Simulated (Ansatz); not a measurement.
Input file:

```yaml
crystal:
  periodic: [false, false, false]
  atoms:
    - {symbol: Se, position_ang: [0.000000, 0.000000, 0.000000]}
    - {symbol: Se, position_ang: [0.000000, 0.000000, 2.520600]}
basis:
  gaussian: {orbitals: cc-pVDZ}
total_charge: -1
magnetization: {spin_polarized: true, initial_magnetization: 3}
correlation: {method: ccsdt_q, electrons: outside_noble_gas, diis_vectors: 2}
```

```sh
$ ansatz run in.yaml --threads 1 --pin off --events-out ev --progress --plain --max-ram 2393MiB
```

Output:

```
1044 factors; integrals over basis functions are off by at most 1.7e-7 eV
mean field evaluation 1: about -130603.3627 eV, gradient 6.8e0 eV
mean field evaluation 2: about -130603.5051 eV, gradient 6.8e0 eV
mean field evaluation 4: about -130603.8765 eV, gradient 6.9e-1 eV
mean field evaluation 8: about -130603.8856 eV, gradient 2.5e-3 eV
mean field evaluation 16: about -130603.8856 eV, gradient 5.4e-5 eV
mean field evaluation 32: about -130604.3627 eV, gradient 1.7e-6 eV
mean field evaluation 64: about -130603.7741 eV, gradient 2.3e-1 eV
mean field evaluation 96: about -130603.7845 eV, gradient 4.2e-1 eV
mean field evaluation 128: about -130604.1057 eV, gradient 8.6e-1 eV
mean field evaluation 160: about -130601.7333 eV, gradient 1.0e-3 eV
...
mean field -130604.36270680 eV, -4799.6218026584 hartree, gradient 2.2e-6 eV, S^2 3.767018; 12 other end points of the search recorded, 0 dependent functions left out
determinant -130604.36270680 eV, -4799.6218026584 hartree, with singles and doubles -130610.31060392 eV, -4799.8403838457 hartree
determinant -130603.88559243 eV, -4799.6042690287 hartree, with singles and doubles -130610.34776023 eV, -4799.8417493151 hartree
determinant -130603.78632087 eV, -4799.6006208660 hartree, with singles and doubles -130609.33674314 eV, -4799.8045951224 hartree
determinant -130602.35286504 eV, -4799.5479423361 hartree, with singles and doubles -130608.09387327 eV, -4799.7589204971 hartree
determinant -130601.73332021 eV, -4799.5251744832 hartree, with singles and doubles -130608.58377955 eV, -4799.7769242208 hartree
determinant -130604.36270680 eV, -4799.6218026584 hartree, with singles and doubles -130610.31723919 eV, -4799.8406276876 hartree
determinant -130603.88559243 eV, -4799.6042690287 hartree, with singles and doubles -130610.34789724 eV, -4799.8417543502 hartree
...
28 core orbitals not correlated: weight in the atoms' cores, before any rotation towards them, 1.000 or more for the frozen orbitals, at most 0.000 for the correlated occupied ones
reference -130603.88559243 eV, -4799.6042690287 hartree; 8, 5 occupied and 18, 21 virtual orbitals, 1044 factors
second order -5.96688409 eV of doubles, -0.00000000 eV of singles
...
cycle  14  -6.77998438 eV  change    9.0e-5 eV  update   6.8e-5
cycle  15  -6.77995334 eV  change    3.1e-5 eV  update   3.6e-5
cycle  16  -6.77996577 eV  change   -1.2e-5 eV  update   2.1e-5
cycle  17  -6.77996780 eV  change   -2.0e-6 eV  update   1.1e-5
cycle  18  -6.77997624 eV  change   -8.4e-6 eV  update   6.9e-6
cycle  19  -6.77998325 eV  change   -7.0e-6 eV  update   4.9e-6
cycle  20  -6.77999066 eV  change   -7.4e-6 eV  update   3.2e-6
cycle  21  -6.77999210 eV  change   -1.4e-6 eV  update   2.1e-6
cycle  22  -6.77999452 eV  change   -2.4e-6 eV  update   1.5e-6
cycle  23  -6.77999475 eV  change   -2.3e-7 eV  update   7.8e-7
perturbative correction -0.03755157 eV, -0.0013799948 hartree
WARN: these amplitudes may be one of several solutions (largest doubles amplitude 0.25, level shift 0.81 eV)
Total energy: -130610.70313876 eV, -4799.8548092350 hartree
```

Ran on 1 thread of INTEL XEON PLATINUM 8581C, shared host: 20 s wall, 0.25 GiB peak host memory.
